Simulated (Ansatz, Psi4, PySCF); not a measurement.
Atomisation energy: 6 cases among radicals of saturated hydrocarbons, in kcal/mol, species as SMILES. Set-up: frozen cores in correlated levels; non-relativistic; 6-31G* and kin with 6d, 5d where marked; no dispersion term unless named; 6-311+G** with 5d; no spin-orbit coupling; atomisation electronic, to ground-state atoms; open shells spin-unrestricted. CBS marks a two-point X^-3 extrapolation of the correlation energy; Hartree-Fock from the larger set. The bracket is a focal-point correction in the basis named. First-principles rows: single points at B3LYP-D3(BJ) geometries (Ansatz, a quantum-chemistry and plane-wave program).

Coupled cluster (Ansatz) is a level with limits of its own, used here on species with T1 under 0.025 (0.045 for open shells) and stable references: (a) RI-MP2/CBS(cc-pVTZ,cc-pVQZ)+[CCSD(T)-MP2]/cc-pVDZ; (b) RI-MP2/CBS(aug-cc-pVTZ,aug-cc-pVQZ)+[CCSD(T)-MP2]/aug-cc-pVTZ; (c) RI-MP2/CBS(cc-pVTZ,cc-pVQZ)+[CCSD(T)-MP2]/cc-pVTZ.

```json
[
 {"species": "[CH2]C (C2H5)", "atoms": "7", "coupled cluster": "603.2 (b)", "difference of B3LYP/6-31G* (Ansatz)": "1.6", "difference of PBE/6-311+G** (Ansatz)": "6.4", "difference of M06-2X/6-31G* (5d) (PySCF)": "-0.1", "difference of wB97X-D/6-311+G** (Psi4)": "-2.3", "difference of wB97M-V/def2-TZVPD (Ansatz)": "0.4", "difference of B2PLYP-D3(BJ)/def2-TZVPD (Ansatz + dftd3)": "-4.4"},
 {"species": "C1[C@H]2[C@@]1C2", "atoms": "9", "coupled cluster": "863.0 (c)", "difference of B3LYP/6-31G* (Ansatz)": "-0.9", "difference of PBE/6-311+G** (Ansatz)": "28.5", "difference of M06-2X/6-31G* (5d) (PySCF)": "11.9", "difference of wB97X-D/6-311+G** (Psi4)": "-2.6", "difference of wB97M-V/def2-TZVPD (Ansatz)": "5.0", "difference of B2PLYP-D3(BJ)/def2-TZVPD (Ansatz + dftd3)": "-4.9"},
 {"species": "[CH2]CC", "atoms": "10", "coupled cluster": "896.9 (c)", "difference of B3LYP/6-31G* (Ansatz)": "0.6", "difference of PBE/6-311+G** (Ansatz)": "9.4", "difference of M06-2X/6-31G* (5d) (PySCF)": "1.6", "difference of wB97X-D/6-311+G** (Psi4)": "-3.6", "difference of wB97M-V/def2-TZVPD (Ansatz)": "0.6", "difference of B2PLYP-D3(BJ)/def2-TZVPD (Ansatz + dftd3)": "-7.1"},
 {"species": "C[CH]C", "atoms": "10", "coupled cluster": "900.0 (c)", "difference of B3LYP/6-31G* (Ansatz)": "1.9", "difference of PBE/6-311+G** (Ansatz)": "11.0", "difference of M06-2X/6-31G* (5d) (PySCF)": "2.2", "difference of wB97X-D/6-311+G** (Psi4)": "-2.6", "difference of wB97M-V/def2-TZVPD (Ansatz)": "1.4", "difference of B2PLYP-D3(BJ)/def2-TZVPD (Ansatz + dftd3)": "-6.5"},
 {"species": "[CH]1CCC1", "atoms": "11", "coupled cluster": "1040.4 (a)", "difference of B3LYP/6-31G* (Ansatz)": "0.1", "difference of PBE/6-311+G** (Ansatz)": "20.5", "difference of M06-2X/6-31G* (5d) (PySCF)": "5.5", "difference of wB97X-D/6-311+G** (Psi4)": "-1.8", "difference of wB97M-V/def2-TZVPD (Ansatz)": "3.7", "difference of B2PLYP-D3(BJ)/def2-TZVPD (Ansatz + dftd3)": "-7.6"},
 {"species": "C[C](C)C", "atoms": "13", "coupled cluster": "1198.3 (a)", "difference of B3LYP/6-31G* (Ansatz)": "0.5", "difference of PBE/6-311+G** (Ansatz)": "13.9", "difference of M06-2X/6-31G* (5d) (PySCF)": "3.7", "difference of wB97X-D/6-311+G** (Psi4)": "-4.1", "difference of wB97M-V/def2-TZVPD (Ansatz)": "1.4", "difference of B2PLYP-D3(BJ)/def2-TZVPD (Ansatz + dftd3)": "-9.5"}
]
```

```csv
level,cases,mean signed difference,mean absolute difference,median absolute difference,largest absolute difference
B3LYP/6-31G* (Ansatz),6,0.63,0.93,0.75,1.9
PBE/6-311+G** (Ansatz),6,14.95,14.95,12.45,28.5
M06-2X/6-31G* (5d) (PySCF),6,4.13,4.17,2.95,11.9
wB97X-D/6-311+G** (Psi4),6,-2.83,2.83,2.60,4.1
wB97M-V/def2-TZVPD (Ansatz),6,2.08,2.08,1.40,5.0
B2PLYP-D3(BJ)/def2-TZVPD (Ansatz + dftd3),6,-6.67,6.67,6.80,9.5
```

B3LYP/6-31G* lies above in 5 of 6 cases and within 2 kcal/mol in 6; mean signed difference 0.63 kcal/mol, mean absolute 0.93 kcal/mol (1.25 over the 4 cases of up to 10 atoms, 0.30 over the larger). These figures hold for the species listed.

How the rows were picked: cases drawn at random among the computed members of the class with clean coupled-cluster diagnostics. The batch they came from held 13 cases of this property in the class: 0 with a tabulated value, 9 with clean coupled cluster alone, 4 with neither, which enter no statistics. The levels are drawn from those run on every case listed, the commonest habits more often. No case is left out for the size of its miss. Left out are saddle points of the reference geometry, anions that the best level run finds unbound, excited spin states, species near biochemistry, 298 K rows of species without real B3LYP wavenumbers, cases with under five habitual levels, runs that failed or that the program found above a lower state of the same kind, table entries that another table contradicts, and a share of species set aside by lot.
